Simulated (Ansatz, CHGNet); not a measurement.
1T (CdI2-type) PtSe2: properties by level of theory

Reference values: lattice constant a 3.727 Å (measured, temperature not stated, no zero-point or thermal correction; as tabulated in Björkman (2014), arXiv:1406.2436); lattice parameter c 5.074 Å (measured, temperature not stated, zero-point anharmonic expansion removed (computed with revB86b-DF2); no thermal correction; as tabulated in Björkman (2014), arXiv:1406.2436).

| level (code) | equilibrium lattice constant a (Å) | lattice parameter c (Å) | enthalpy of formation (eV/atom) |
|---|---|---|---|
| CHGNet-r²SCAN (CHGNet) | 3.654 | 5.479 | -0.455 |
| LDA (Ansatz) | 3.741 | 4.762 | -0.424 |
| PBEsol (Ansatz) | 3.760 | 4.859 | -0.412 |
| r²SCAN (Ansatz) | 3.717 | 5.831 | -0.458 |
| PBE0 (Ansatz) | 3.692 | 6.608 | -0.519 |

Differences from the reference values (errors of the level alone only where the reference is corrected to a static lattice):

```tsv
level	lattice constant a (%)	lattice parameter c (%)
CHGNet-r²SCAN	-1.96	+7.98
LDA	+0.38	-6.15
PBEsol	+0.89	-4.24
r²SCAN	-0.27	+14.9
PBE0	-0.94	+30
```

Nearest: lattice constant a, not ranked (reference at room or unstated temperature); lattice parameter c, not ranked (reference at room or unstated temperature).

Machine-learned potentials (CHGNet-r²SCAN) are trained on DFT data, which may include these solids.

Caveats: an element that serves as reference relaxed to a cell well above its measured volume (r²SCAN); the cell comes from a level without a dispersion term, which matters for the spacing of layers, chains or molecules (LDA, PBEsol, r²SCAN, PBE0). Ansatz's density-functional and Hartree–Fock values are scalar-relativistic unless marked +SOC, with PAW data made under PBE.

Differences are worked out from the printed values.

Ansatz is an electronic-structure program.
